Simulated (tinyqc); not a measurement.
Inside a calculation. Method: Born-Oppenheimer dynamics on the UHF/sto-3g surface (energies and gradients from PySCF), for LiH+, spin multiplicity 2. Computed by tinyqc, a small Python program that keeps every step (integrals from PySCF). Settings: charge = 1, multiplicity = 2, basis = sto-3g, time step (fs) = 2.0, steps = 16. Command: `OMP_NUM_THREADS=1 python tinyqc.py 29460 29461 out.jsonl` (the two numbers bound the seeds that draw the settings). One thread of a shared host (Intel(R) Xeon(R) Processor @ 2.60GHz), about 1 s of CPU time with the checks.

positions (bohr):
```
            x         y         z
1Li  0.000000  0.000000  0.000000
2H   0.000000  0.000000  3.170960
```

The total energy should stay constant up to terms of order dt^2; the step counts as short enough if it moves by less than 2 % of the largest kinetic energy.

Trajectory:
```
time (fs)  1Li-2H (angstrom)  potential (hartree)  kinetic (hartree)  total (hartree)
0.000000            1.678000          -7.61748884         0.00011743      -7.61737141
2.000000            1.707590          -7.61851299         0.00108663      -7.61742636
4.000000            1.775375          -7.62030083         0.00280087      -7.61749996
6.000000            1.868493          -7.62170209         0.00417395      -7.61752814
8.000000            1.973008          -7.62216079         0.00464734      -7.61751345
10.000000           2.077414          -7.62176902         0.00428455      -7.61748447
12.000000           2.173643          -7.62088555         0.00342595      -7.61745960
14.000000           2.256635          -7.61985141         0.00240771      -7.61744370
16.000000           2.323482          -7.61889641         0.00146119      -7.61743522
18.000000           2.372638          -7.61814803         0.00071668      -7.61743135
20.000000           2.403346          -7.61766700         0.00023716      -7.61742984
22.000000           2.415277          -7.61747804         0.00004860      -7.61742944
24.000000           2.408331          -7.61758816         0.00015850      -7.61742966
26.000000           2.382565          -7.61799345         0.00056266      -7.61743079
28.000000           2.338234          -7.61867516         0.00124130      -7.61743386
30.000000           2.275953          -7.61958456         0.00214371      -7.61744085
32.000000           2.197013          -7.62061537         0.00316084      -7.61745453
```

Is the time step short enough?

No. The total energy moves within 1.6e-04 hartree; that is over 2 % of the largest kinetic energy, so the time step is too long.
